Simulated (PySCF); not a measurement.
Chlorine: a sound run and one with changed settings

Sound run: Cl [Ne] 3s2 3p5, Cl⁺ [Ne] 3s2 3p4. Calculation: PySCF 2.14, in cc-pVDZ-DK (4s3p1d, 18 functions); scalar relativity by spin-free X2C-1e. The sound run starts from symmetry-adapted Hartree-Fock orbitals and uses a fine grid where one is needed.

Changed run: initial guess minao, at most 50 SCF cycles, level shift 10.0 hartree.

| species | method | sound run (hartree) | changed run (hartree) | converged |
| --- | --- | --- | --- | --- |
| Cl | UHF | -460.87843 | -460.87843 | no |
| Cl | B3LYP | -461.57661 | -461.57661 | no |
| Cl | M06-2X | -461.54966 | -461.54966 | no |
| Cl⁺ | UHF | -460.44494 | -460.44494 | no |
| Cl⁺ | B3LYP | -461.09831 | -461.09831 | no |
| Cl⁺ | M06-2X | -461.07392 | -461.07392 | no |

A level shift slows the SCF but leaves a converged energy unchanged.
